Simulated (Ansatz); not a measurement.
Geometry optimisation, Ansatz, RKS PBE/6-31G*.

The input (input.yaml):

```yaml
crystal:
  periodic: [false, false, false]
  atoms:
    - { symbol: Si, position_ang: [0.012918, 0.161646, 0.124695] }
    - { symbol: Si, position_ang: [-0.119904, 0.099723, 2.379114] }
    - { symbol: H, position_ang: [-1.398259, -0.546321, 2.839302] }
    - { symbol: H, position_ang: [1.015444, -0.618604, 3.048593] }
    - { symbol: H, position_ang: [-0.121154, 1.502816, 2.923858] }
    - { symbol: H, position_ang: [1.452897, 0.227324, -0.304602] }
    - { symbol: C, position_ang: [-0.926593, 1.669608, -0.553817] }
    - { symbol: H, position_ang: [-1.9969, 1.620955, -0.295533] }
    - { symbol: H, position_ang: [-0.524908, 2.609461, -0.142147] }
    - { symbol: H, position_ang: [-0.850424, 1.721974, -1.65193] }
    - { symbol: H, position_ang: [-0.571014, -1.083702, -0.479534] }
    - { symbol: H, position_ang: [1.200097, -2.159952, 0.692665] }
    - { symbol: H, position_ang: [1.193701, -2.002628, 1.387735] }
basis:
  gaussian: { orbitals: "6-31G*" }
hamiltonian:
  xc: pbe
relax:
  f_tol: 0.03
  max_steps: 50
```

Command:

```bash
$ ansatz run input.yaml --threads 1 --pin off --max-ram 2048MiB --backend cpu --events-out ev --progress --plain --runs-dir out
```

**Question.** Where does it end, and by what steps?

**Answer.** The run converged. After 11 steps the energy has fallen by 0.271 eV; H12 moved furthest, 1.14 Å.

```
step  energy less start (eV)  largest force component (eV/Å)  accepted
   0                  0.0000                           1.473       yes
   1                 -0.1741                           0.251       yes
   2                 -0.2223                           0.086       yes
   3                 -0.2454                           0.069       yes
   4                 -0.2575                           0.042       yes
   5                 -0.2618                           0.077       yes
   6                 -0.2643                           0.108       yes
   7                 -0.2671                           0.087       yes
   8                 -0.2689                           0.096       yes
   9                 -0.2696                           0.082       yes
  10                 -0.2709                           0.033       yes
  11                 -0.2711                           0.026       yes
```

```xyz
13
Properties=species:S:1:pos:R:3
Si -0.031 0.410 0.117
Si -0.221 0.298 2.459
H -1.635 -0.001 2.874
H 0.661 -0.771 3.039
H 0.168 1.606 3.091
H 1.415 0.622 -0.239
C -1.095 1.797 -0.630
H -2.162 1.642 -0.397
H -0.798 2.780 -0.229
H -0.984 1.824 -1.727
H -0.434 -0.919 -0.464
H 1.700 -3.180 0.691
H 1.782 -2.907 1.385
```

Whether the end is a true minimum wasn't checked by a vibrational analysis.

Run time: 18 s on 1 thread of Intel(R) Xeon(R) 6975P-C (Granite Rapids), with other jobs on the host, peak memory 0.13 GiB.
